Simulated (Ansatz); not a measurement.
in.yaml

```yaml
crystal:
  periodic: [false, false, false]
  atoms:
    - {symbol: Si, position_ang: [0.000000, -0.085336, 2.765523]}
    - {symbol: Al, position_ang: [0.000000, -0.027985, -2.906638]}
    - {symbol: H, position_ang: [0.000000, 3.126956, 0.748518]}
basis:
  gaussian: {orbitals: 6-31G}
magnetization: {spin_polarized: true, initial_magnetization: 2}
correlation: {method: ccsdtq, electrons: outside_noble_gas}
```

```sh
$ ansatz run in.yaml --threads 1 --pin off --events-out ev --progress --plain --max-ram 2393MiB
```

Output:

```
534 factors; integrals over basis functions are off by at most 1.2e-7 eV
mean field evaluation 1: about -14449.9770 eV, gradient 7.4e0 eV
mean field evaluation 2: about -14449.9777 eV, gradient 7.4e0 eV
mean field evaluation 4: about -14451.6304 eV, gradient 2.4e0 eV
mean field evaluation 8: about -14451.5390 eV, gradient 3.1e-1 eV
mean field evaluation 16: about -14454.1944 eV, gradient 2.3e-2 eV
mean field evaluation 32: about -14452.6462 eV, gradient 1.2e0 eV
mean field evaluation 64: about -14451.5381 eV, gradient 3.6e-2 eV
mean field evaluation 96: about -14454.1935 eV, gradient 1.3e-1 eV
mean field evaluation 128: about -14454.1917 eV, gradient 3.3e-4 eV
mean field evaluation 160: about -14454.1941 eV, gradient 1.3e-2 eV
...
cycle 224  -1.50299692 eV  change    6.2e-9 eV  update   8.7e-6
cycle 225  -1.50299692 eV  change    4.3e-9 eV  update   7.1e-6
cycle 226  -1.50299691 eV  change    8.0e-9 eV  update   6.2e-6
cycle 227  -1.50299691 eV  change    4.7e-9 eV  update   2.1e-5
cycle 228  -1.50299690 eV  change    4.3e-9 eV  update   3.3e-5
cycle 229  -1.50299690 eV  change    3.6e-9 eV  update   1.9e-5
cycle 230  -1.50299689 eV  change    3.3e-9 eV  update   8.7e-6
cycle 231  -1.50299689 eV  change    2.2e-9 eV  update   8.9e-6
cycle 232  -1.50299689 eV  change    1.2e-9 eV  update   6.0e-6
cycle 233  -1.50299689 eV  change    1.2e-9 eV  update   8.3e-7
Total energy: -14455.71684664 eV, -531.2377956772 hartree
```

For the same geometry and basis full CI lies 0.6 meV lower.

Ran on 1 thread of Intel Xeon Platinum 8488C, shared host: 4.5 min wall, 0.22 GiB peak host memory.
